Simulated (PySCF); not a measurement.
# Gas-phase thermal properties of N2H2

Method: PySCF energies (xtb for GFN2) plus ideal-gas RRHO corrections (1 bar). The comparison is the NASA 1993 polynomial table, which mixes measured and estimated data. 6-31G* has spherical d functions here. All species are closed-shell singlets. B3LYP is the form with VWN-RPA correlation. The harmonic model lacks anharmonicity and excited electronic states, which grow with temperature; levels with a mode under 35 cm⁻¹ are left out. The table's entry may be an old estimate for N2H2 (not checked at source).

```csv
level,point group,σ,ZPE (kJ/mol),S°298 (J/mol/K),Cp298 (J/mol/K),S°1000 (J/mol/K),H1000 − H298 (kJ/mol)
table,-,-,-,218.3,35.0,274.8,34.8
B3LYP/6-31G*,C2h,2,74.5,218.2,34.6,272.7,33.4
GFN2-xTB,C2h,2,70.4,218.1,35.5,274.7,34.7
HF/6-31G*,C2h,2,82.5,217.5,34.1,269.7,32.0
PBE/def2-SVP,C2h,2,71.6,218.5,34.9,274.0,34.1
PBE0/def2-TZVP,C2h,2,75.1,218.0,34.7,272.5,33.4
```
σ: rotational symmetry number. Electronic degeneracy used: 1. Frequencies are unscaled.
